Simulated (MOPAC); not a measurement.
MOPAC input (PM3):

```
PM3 FORCE THERMO(298,298) PRECISE LET UHF MS=0.5 GEO-OK AUX(PRECISION=9) THREADS=1
C2H2F

C    -0.00470505 1    0.32588287 1   -0.00466721 1
C     1.23160464 1   -0.11121402 1    0.00072098 1
F    -1.23797948 1   -0.07616357 1    0.00196903 1
H     1.53158754 1   -1.15532780 1    0.01547256 1
H     2.03884129 1    0.61498388 1   -0.01025902 1
```

Output:

```
 *******************************************************************************
 **                                                                           **
 **                              MOPAC v23.2.5                                **
 **                                                                           **
 *******************************************************************************
 ** MOPAC's Digital Object Identifier: https://doi.org/10.5281/zenodo.6511958 **
 **                                                                           **
 ** Please cite the open-source release paper for use of this MOPAC version:  **
 ** J. E. Moussa and J. J. P. Stewart (2026)                                  **
 ** MOPAC: An open-source semiempirical molecular orbital program             **
 ** J. Open Source Softw., 11(119), 8025, https://doi.org/10.21105/joss.08025 **
 *******************************************************************************

                              PM3 CALCULATION RESULTS

 *******************************************************************************
 *  PM3        - The PM3 Hamiltonian to be used
 *  GEO-OK     - OVERRIDE INTERATOMIC DISTANCE AND OTHER SAFETY CHECKS
 *  UHF        - UNRESTRICTED HARTREE-FOCK CALCULATION
 *  MS=        - IN MECI, MAGNETIC COMPONENT OF SPIN =  0.5
 *  LET        - OVERRIDE SOME SAFETY CHECKS
 *  PRECISE    - TIGHTER CRITERIA TO BE USED
 *  FORCE      - FORCE CALCULATION SPECIFIED
 *  AUX        - OUTPUT AUXILIARY INFORMATION
 *  THERMO     - THERMODYNAMIC QUANTITIES TO BE CALCULATED
 *******************************************************************************
PM3 FORCE THERMO(298,298) PRECISE LET UHF MS=0.5 GEO-OK AUX(PRECISION=9) THREADS=1
 C2H2F

   ATOM   CHEMICAL          X               Y               Z
  NUMBER   SYMBOL      (ANGSTROMS)     (ANGSTROMS)     (ANGSTROMS)

     1       C         -0.00470505  *   0.32588287  *  -0.00466721  *
     2       C          1.23160464  *  -0.11121402  *   0.00072098  *
     3       F         -1.23797948  *  -0.07616357  *   0.00196903  *
     4       H          1.53158754  *  -1.15532780  *   0.01547256  *
     5       H          2.03884129  *   0.61498388  *  -0.01025902  *

          CARTESIAN COORDINATES

    NO.       ATOM           X           Y           Z

     1         C         -0.0047      0.3259     -0.0047
     2         C          1.2316     -0.1112      0.0007
     3         F         -1.2380     -0.0762      0.0020
     4         H          1.5316     -1.1553      0.0155
     5         H          2.0388      0.6150     -0.0103

  H: (PM3): J. J. P. STEWART, J. COMP. CHEM. 10, 209 (1989).
  C: (PM3): J. J. P. STEWART, J. COMP. CHEM. 10, 209 (1989).
  F: (PM3): J. J. P. STEWART, J. COMP. CHEM. 10, 209 (1989).

           Empirical Formula: C2 H2 F  =     5 atoms

      MOLECULAR POINT GROUP   :   Cs

          UHF CALCULATION, NO. OF ALPHA ELECTRONS =    9
                           NO. OF BETA  ELECTRONS =    8

          HEAT OF FORMATION =      14.071442 KCALS/MOLE
[...]
 TRANSITION DIPOLE   0.7634         C 2 -- H 5         +42.4% ( 61.9%)      0.0%
 TRAVEL (Ang.)       0.2675         C 1 -- C 2          +9.2% ( 28.8%)      0.0%
 REDUCED MASS        1.0264         C 1 -- F 3          +0.3% (  5.4%)      0.0%
 EFFECTIVE MASS      2.8565
 FORCE CONSTANT      0.5096

 VIBRATION          5    3A'         ATOM PAIR     ENERGY CONTRIBUTION    RADIAL
 FREQUENCY          1171.57         C 2 -- H 4         +37.6% ( 60.1%)      5.5%
 TRANSITION DIPOLE   0.4228         C 1 -- F 3         +22.3% ( 46.2%)     59.4%
 TRAVEL (Ang.)       0.2549         C 1 -- C 2         +21.2% ( 45.1%)     40.3%
 REDUCED MASS        0.8858         C 2 -- H 5         +19.0% ( 42.7%)      0.2%
 EFFECTIVE MASS      5.8108
 FORCE CONSTANT      0.7164

 VIBRATION          6    4A'         ATOM PAIR     ENERGY CONTRIBUTION    RADIAL
 FREQUENCY          1332.22         C 2 -- H 5         +30.3% ( 71.2%)      3.7%
 TRANSITION DIPOLE   0.4461         C 2 -- H 4         +25.3% ( 65.0%)      9.5%
 TRAVEL (Ang.)       0.1438         C 1 -- C 2         +24.1% ( 63.5%)     66.5%
 REDUCED MASS        2.4485         C 1 -- F 3         +20.4% ( 58.4%)     87.4%
 EFFECTIVE MASS      9.9571
 FORCE CONSTANT      2.5604

 VIBRATION          7    5A'         ATOM PAIR     ENERGY CONTRIBUTION    RADIAL
 FREQUENCY          1937.43         C 1 -- C 2         +49.0% ( 90.5%)     95.1%
 TRANSITION DIPOLE   2.4371         C 1 -- F 3         +40.2% ( 82.0%)     94.8%
 TRAVEL (Ang.)       0.0743         C 2 -- H 5          +5.4% ( 30.2%)     11.8%
 REDUCED MASS        6.3035         C 2 -- H 4          +5.4% ( 30.0%)     14.3%
 EFFECTIVE MASS     12.6757
 FORCE CONSTANT     13.9407

 VIBRATION          8    6A'         ATOM PAIR     ENERGY CONTRIBUTION    RADIAL
 FREQUENCY          3115.74         C 2 -- H 4         +70.2% ( 83.7%)     98.1%
 TRANSITION DIPOLE   0.4300         C 2 -- H 5         +28.6% ( 53.4%)     89.2%
 TRAVEL (Ang.)       0.1964         C 1 -- C 2          +1.2% ( 11.0%)     95.9%
 REDUCED MASS        0.5612
 EFFECTIVE MASS      1.3517
 FORCE CONSTANT      3.2096

 VIBRATION          9    7A'         ATOM PAIR     ENERGY CONTRIBUTION    RADIAL
 FREQUENCY          3132.24         C 2 -- H 5         +69.3% ( 85.1%)     98.8%
 TRANSITION DIPOLE   0.4246         C 2 -- H 4         +29.5% ( 55.5%)     93.8%
 TRAVEL (Ang.)       0.1885         C 1 -- C 2          +1.2% ( 11.2%)      0.8%
 REDUCED MASS        0.6061
 EFFECTIVE MASS      1.5844
 FORCE CONSTANT      3.5036

      SYMMETRY NUMBER FOR POINT-GROUP Cs  =  1

          SYSTEM IS A GROUND STATE

 C2H2F

          MOLECULE IS NOT LINEAR

          THERE ARE  9 GENUINE VIBRATIONS IN THIS SYSTEM
          THIS THERMODYNAMICS CALCULATION IS LIMITED TO
          MOLECULES WHICH HAVE NO INTERNAL ROTATIONS

                    CALCULATED THERMODYNAMIC PROPERTIES
                                          *
   TEMP. (K)   PARTITION FUNCTION   H.O.F.    ENTHALPY  HEAT CAPACITY ENTROPY
                                   KCAL/MOL   CAL/MOLE    CAL/K/MOL  CAL/K/MOL

 298.00  VIB.     0.1302D+01                   404.8026     4.0261     1.8831
         ROT.     0.7557D+04                   888.2803     2.9808    20.7269
         INT.     0.9840D+04                  1293.0829     7.0069    22.6099
         TRA.     0.2922D+27                  1480.4672     4.9680    37.3380
         TOT.                       14.071    2773.5501    11.9749    59.9479

   *: NOTE: HEATS OF FORMATION ARE RELATIVE TO THE
            ELEMENTS IN THEIR STANDARD STATE AT 298K
              (=  Standard Enthalpy of Formation).

            Hvib:  Zero-point energy is not included.
                   frequencies of less than zero cm-1 are not included.
            Hrot = (3/2)RT
            Htra = (3/2)RT + pV = (5/2)RT

            Heat capacity is Cp, not Cv

          For more information, see: HTTP://OpenMOPAC.net/Manual/thermochemistry.html

           FORCE CONSTANT IN CARTESIAN COORDINATES (Millidynes/A)

    ATOM   CHEMICAL       X               Y               Z
   NUMBER   SYMBOL  FORCE CONSTANT  FORCE CONSTANT  FORCE CONSTANT

      1       C       16.710615        5.524169        0.809154
      2       C       13.598446        8.539159        1.541411
      3       F        7.544247        4.231221        0.232339
      4       H        2.186498        3.761274        0.213718
      5       H        1.644989        4.299708        0.242807

 **********************
 *                    *
 * JOB ENDED NORMALLY *
 *                    *
 **********************

 == MOPAC DONE ==
```
